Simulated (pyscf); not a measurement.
Routes from `[OH][PH][OH]` + `[PH3]`

Candidate steps break at most two bonds and form at most two. Each was searched with GFN2-xTB (tblite) first. Optimised with ωB97X-D3(BJ)/def2-SVP in PySCF. Energies: ωB97M-D3(BJ)/def2-TZVP, kcal/mol, from the separated reactants, singlet surface; ΔG‡ with ideal gas, 1 atm, RRHO with modes under 100 cm⁻¹ raised to 100, one conformer, R ln 2 for chiral ones without a mode under 150 cm⁻¹.

```tsv
products	type	ΔE‡	ΔE	ΔG‡ 298 K	ΔG‡ 900 K	ν‡ (cm⁻¹)
HO–P(OH)–PH₂ + H₂	four-centre exchange	55.4	+1.5	63.6	83.9	869i
HO–PH–O–PH₂ + H₂	four-centre exchange	66.4	+8.7	74.3	95.5	1521i
```

Plain bond fissions and candidates not yet searched are not listed, and one of them may be faster. Each barrier is that of the saddle found; lower ones may exist.
